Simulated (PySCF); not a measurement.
Simulated P 2p region for dimethylphosphine (`CPC`), binding energy against the vacuum level.

Every computed line was given a Gaussian of 0.4 eV full width at half maximum and an area set by the number of equivalent atoms (split 2:1 within a doublet); the highest printed point is 100. Method used: delta-SCF UKS SCAN, pcX-2 on the ionised atom, pcseg-1 elsewhere, spin-free X2C (PySCF 2.14.0).

binding energy (eV), intensity and a bar:
```
    135.6          0 
    135.7          1 
    135.8          7 ##
    135.9         22 #######
    136.0         52 ################
    136.1         86 ##########################
    136.2        100 ##############################
    136.3         83 #########################
    136.4         48 ##############
    136.5         20 ######
    136.6          7 ##
    136.7          5 #
    136.8         12 ###
    136.9         27 ########
    137.0         43 #############
    137.1         50 ###############
    137.2         41 ############
    137.3         23 #######
    137.4          9 ###
    137.5          3 #
    137.6          1
```

Count the maxima, the lines and the sites behind this envelope.

The curve has 2 maxima (at 136.2 and 137.1 eV). Under it lie 2 lines from 1 inequivalent phosphorus site, drawn as a 2p3/2, 2p1/2 pair.

Decompose the envelope and assign each component. Numbering: `[CH3:1][PH:2][CH3:3]`.

```
position (eV)  relative area     line  atoms           environment
       136.19           0.67  P 2p3/2     P2  phosphine phosphorus
       137.09           0.33  P 2p1/2     P2  phosphine phosphorus
```

Shake-up satellites, vibrational structure and lifetime widths aren't simulated. Spin–orbit coupling isn't in the SCF: each 2p doublet comes from a relaxed spin-free hole plus a matrix of the shell (mean-field spin–orbit coupling and the ground-state 2p splitting), with 2p3/2 averaged over its two sublevels. 2p1/2 minus 2p3/2 (ligand field included): P 0.90 eV. Geometry: GFN2-xTB; no solvent, vibrations or thermal averaging.

The run took 9.1 s of wall time on one thread of an Arm Neoverse V1 (shared host), and the process peaked at 0.36 GiB of memory.
